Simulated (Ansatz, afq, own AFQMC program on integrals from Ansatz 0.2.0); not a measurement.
## Atomization energy of CH₂O, singlet, worked out

```
atom   x (Å)    y (Å)    z (Å)
   O  0.0000   0.0000   0.5979
   C  0.0000   0.0000  -0.5975
   H  0.0000  -0.9400  -1.1855
   H  0.0000   0.9400  -1.1855
```

Connectivity, by distances: O–CH2.

Basis cc-pVDZ. Only valence electrons are correlated. AFQMC by an in-house program on the Cholesky factors that Ansatz 0.2.0 writes for its CCSD(T) run. ph-AFQMC/CISD is guided by a CISD state made of CCSD amplitudes; releasing the constraint for a short imaginary time cuts its bias at the price of noise, slowly where states lie close. Error bars are statistical, one sigma.

Total energies in eV. CBS is CCSD(T) at the limit of def2-TZVPP/QZVPP (extrapolated itself); the highest rung of each member is named.

Cautions: CH₂O (singlet): the released energies are still falling, so no released level is given (meV from the phaseless value at times in 1/Eh: -3 ± 5 at 0.24, -3 ± 5 at 0.51, -3 ± 4 at 0.99, -14 ± 4 at 1.62, -17 ± 7 at 2.40).

```json
{"member": "O (triplet)", "count": "+1", "CCSD(T)/cc-pVDZ": "-2038.4036", "highest rung in cc-pVDZ": "-2038.4088", "which": "FCI", "CCSD(T)/CBS": "-2040.9924"}
{"member": "C (triplet)", "count": "+1", "CCSD(T)/cc-pVDZ": "-1027.5122", "highest rung in cc-pVDZ": "-1027.5214", "which": "FCI", "CCSD(T)/CBS": "-1028.3149"}
{"member": "H (doublet)", "count": "+2", "CCSD(T)/cc-pVDZ": "-13.5861", "highest rung in cc-pVDZ": "-13.5861", "which": "FCI", "CCSD(T)/CBS": "-13.6059"}
{"member": "CH₂O, singlet", "count": "-1", "CCSD(T)/cc-pVDZ": "-3108.0343", "highest rung in cc-pVDZ": "-3108.0710", "which": "CCSDTQ", "CCSD(T)/CBS": "-3112.7052"}
```

Work out the best estimate of the atomization energy: the CCSD(T)/CBS difference plus the step from CCSD(T) to the highest rung.

Sums with the counts: CCSD(T)/CBS 16.1861 eV, highest rung 14.9686 eV, CCSD(T)/cc-pVDZ 14.9463 eV. The step is 14.9686 − 14.9463 = 0.0223 eV, so the best estimate is 16.1861 + (0.0223) = 16.2084 eV. The basis set is worth 1.240 eV of it. Zero-point, core-correlation and spin–orbit terms aren't in it.

Best estimates are given only where the step beyond CCSD(T) is under 0.3 eV and no member's determinant is very poor (T1 over 0.05, or 0.07 for open shells, ⟨S²⟩ too high by 0.3, two states mixed), so the hardest cases are missing from such tables.

CCSDT and higher add their correlation energy to the determinant of the CCSD(T) run, since their own runs factorise the integrals more tightly (a shift of under 2 meV). Each member of a difference takes its own highest rung, so a best estimate needn't equal the limit plus the step of one row.
